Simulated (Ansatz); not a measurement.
Lattice parameter a (Å) of a set of cubic elemental solids other than molecular ones (26 solids), computed with PBE in Ansatz (plane waves, PAW) and with r²SCAN0 (Ansatz, a quantum-chemistry and plane-wave program, plane waves, PAW). The set holds measured phases with no doubt noted on the run or the magnetic state but for the caveats below. 18 more of the class have both values but aren't in it, for one of these reasons: built or high-temperature cells, doubts on the run or the magnetic state, unlike cells, values of zero, layered or molecular crystals, cells that aren't cubic. Solids without a value at one level (not run, failed, or a magnetic order lost), or held back for tests, aren't counted.

All rows, in order of the shift (worked out from unrounded values):

```json
[
 {"solid": "grey tin (α-Sn)", "PBE": "6.655", "r²SCAN0": "6.503", "shift (%)": "-2.28"},
 {"solid": "diamond-structure Ge", "PBE": "5.761", "r²SCAN0": "5.638", "shift (%)": "-2.14"},
 {"solid": "fcc Rh", "PBE": "3.830", "r²SCAN0": "3.765", "shift (%)": "-1.69"},
 {"solid": "fcc Ir", "PBE": "3.871", "r²SCAN0": "3.811", "shift (%)": "-1.53"},
 {"solid": "fcc Pt", "PBE": "3.970", "r²SCAN0": "3.912", "shift (%)": "-1.48"},
 {"solid": "fcc Al", "PBE": "4.040", "r²SCAN0": "3.984", "shift (%)": "-1.37"},
 {"solid": "bcc V", "PBE": "2.997", "r²SCAN0": "2.957", "shift (%)": "-1.33"},
 {"solid": "fcc Pd", "PBE": "3.943", "r²SCAN0": "3.895", "shift (%)": "-1.22"},
 {"solid": "fcc Pb", "PBE": "5.040", "r²SCAN0": "4.979", "shift (%)": "-1.22"},
 {"solid": "fcc Au", "PBE": "4.158", "r²SCAN0": "4.114", "shift (%)": "-1.06"},
 {"solid": "fcc Cu", "PBE": "3.629", "r²SCAN0": "3.597", "shift (%)": "-0.89"},
 {"solid": "diamond", "PBE": "3.572", "r²SCAN0": "3.540", "shift (%)": "-0.89"},
 {"solid": "bcc W", "PBE": "3.184", "r²SCAN0": "3.157", "shift (%)": "-0.83"},
 {"solid": "bcc Mo", "PBE": "3.161", "r²SCAN0": "3.135", "shift (%)": "-0.83"},
 {"solid": "diamond-structure Si", "PBE": "5.470", "r²SCAN0": "5.426", "shift (%)": "-0.81"},
 {"solid": "fcc Ag", "PBE": "4.147", "r²SCAN0": "4.115", "shift (%)": "-0.77"},
 {"solid": "fcc Ni", "PBE": "3.519", "r²SCAN0": "3.496", "shift (%)": "-0.65"},
 {"solid": "bcc Ta", "PBE": "3.319", "r²SCAN0": "3.306", "shift (%)": "-0.39"},
 {"solid": "bcc Nb", "PBE": "3.310", "r²SCAN0": "3.298", "shift (%)": "-0.35"},
 {"solid": "bcc Na", "PBE": "4.197", "r²SCAN0": "4.240", "shift (%)": "+1.02"},
 {"solid": "fcc Ca", "PBE": "5.526", "r²SCAN0": "5.606", "shift (%)": "+1.44"},
 {"solid": "bcc K", "PBE": "5.284", "r²SCAN0": "5.367", "shift (%)": "+1.57"},
 {"solid": "bcc Li", "PBE": "3.435", "r²SCAN0": "3.492", "shift (%)": "+1.68"},
 {"solid": "bcc Rb", "PBE": "5.670", "r²SCAN0": "5.770", "shift (%)": "+1.76"},
 {"solid": "fcc Sr", "PBE": "6.030", "r²SCAN0": "6.158", "shift (%)": "+2.13"},
 {"solid": "bcc Cs", "PBE": "6.162", "r²SCAN0": "6.318", "shift (%)": "+2.54"}
]
```

The shift from PBE to r²SCAN0 has a median of -0.83 %, and eight in ten lie between -1.61 % and +1.72 %; r²SCAN0 is the larger in 7 and the smaller in 19 of 26.

Ansatz's runs of these crystals have no spin polarisation, but for fcc Ni. Meta-GGAs and exact exchange favour moments, which can bear on fcc Pd, bcc V, fcc Pt, fcc Rh, fcc Ni.

Density-functional runs with spin start from parallel moments for fcc Ni.

Spin–orbit coupling is left out, also for the solids with elements from indium on (bcc Ta, fcc Pt, grey tin (α-Sn), bcc W, fcc Ir, bcc Cs, fcc Pb, fcc Au); its size isn't shown.

Exact exchange on metals is sensitive to the k mesh.

Caveats: the gap of the solid is closed in this run (PBE: diamond-structure Ge). Ansatz's density-functional and Hartree–Fock values are scalar-relativistic unless marked +SOC, with PAW data made under PBE.
